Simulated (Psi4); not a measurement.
This Psi4 input (MP2/def2-QZVPPD) gives -535.66294 Eh with 211 basis functions.

```
memory 8100 MB

molecule {
1 1
O    -0.02110053    1.07219571   -0.07455918
H    -0.94565317    1.39081582    0.04769402
Cl    0.03136922   -0.67222547   -0.00316626
H     0.58118065    1.45945141    0.60260595
}

set {
  basis def2-qzvppd
  scf_type df
  freeze_core true
}

energy('mp2')
print_variables()
```

Change:
```diff
- basis def2-qzvppd
+ basis aug-cc-pv(q+d)z
```

### Question
What does the run give now?

### Answer
-535.66557 Eh (MP2/aug-cc-pV(Q+d)Z, 261 functions), a change of -2.63 mEh.
